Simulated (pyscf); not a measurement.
# Four-centre exchange: H₃C–SnH₃ (SMILES [CH3][SnH3]) + HCl (SMILES Cl) -> H₃C–SnH₂–Cl (SMILES [CH3][SnH2][Cl]) + H₂ (SMILES [H][H])

Gas phase, singlet surface, charge 0. Bonds broken: Sn2–H6, Cl9–H10. Bonds formed: Sn2–Cl9, H6–H10. PySCF, gas phase, ωB97X-D3(BJ)/def2-SVP geometries.

Transition state (Å):

```xyz
10

C     -1.7504    -0.5936     0.2612
Sn    -0.4668     0.1916    -1.2330
H     -2.2052    -1.5377    -0.0719
H     -2.5364     0.1497     0.4547
H     -1.1735    -0.7349     1.1843
H     -0.8904     2.0670    -1.7351
H      1.2068    -0.0713    -1.2630
H     -1.1039    -0.1716    -2.7986
Cl     0.0499     2.1722     0.6719
H     -0.5874     2.3038    -0.8872
```

One imaginary mode, 1033i cm⁻¹; descent along it reached the two sides named.

```csv
bond,change,reactant side (Å),saddle,product side
Sn2–H6,breaks,1.720,1.987,3.7
Cl9–H10,breaks,1.286,1.689,2.9
Sn2–Cl9,forms,3.8,2.8,2.358
H6–H10,forms,2.220,0.931,0.761
```

Electronic energies relative to the separated reactants (eV):

```tsv
level	barrier	reaction energy	reverse barrier
ωB97X-D3(BJ)/def2-TZVP	1.01	-0.97	1.98
PBE/def2-TZVP	0.86	-0.81	1.67
r²SCAN/def2-TZVP	0.88	-0.89	1.76
B3LYP-D3(BJ)/def2-TZVP	0.97	-0.87	1.84
PBE0-D3(BJ)/def2-TZVP	0.93	-0.83	1.76
M06-2X/def2-TZVP	0.90	-1.04	1.94
ωB97M-D3(BJ)/def2-TZVP	1.13	-0.79	1.92
HF/def2-TZVP	1.67	-0.80	2.47
```

With ωB97M-D3(BJ)/def2-TZVP energies and thermal terms (ideal gas, 1 atm, RRHO with modes under 100 cm⁻¹ raised to 100, one conformer, R ln 2 for chiral ones without a mode under 150 cm⁻¹), in eV:

```tsv
T (K)	ΔH‡	ΔG‡	ΔH	ΔG
298	1.11	1.50	-0.82	-0.79
600	1.11	1.90	-0.79	-0.76
900	1.12	2.30	-0.77	-0.76
1200	1.14	2.69	-0.77	-0.75
```

This is the saddle that the search found; another between the same sides may lie lower. Elements past Kr carry the def2 core potentials, without spin-orbit coupling.
